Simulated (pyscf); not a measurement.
Optimised with ωB97X-D3(BJ)/def2-SVP in PySCF.

How much does it cost (ΔH, 298 K, ωB97M-D3(BJ)/def2-TZVP) to split H₃C–O–Re(=O)(=O)=O at its C–O bond into CH₃• + [O–Re(=O)(=O)=O]•?

C–O to CH₃• + [O–Re(=O)(=O)=O]•: 406.4 kJ/mol. The 7 functionals that were run give +373.5 (r²SCAN) to +420.7 kJ/mol (M06-2X). The radicals are drawn with the spin at the cut bond; how far it spreads was not checked. Other isomers of [O–Re(=O)(=O)=O]• were not searched in full and may lie lower. Open-shell species with a d-block atom are single-reference here; other states, and whether the spin sits on metal or ligand, were not checked. Elements past Kr carry the def2 core potentials, without spin-orbit coupling.
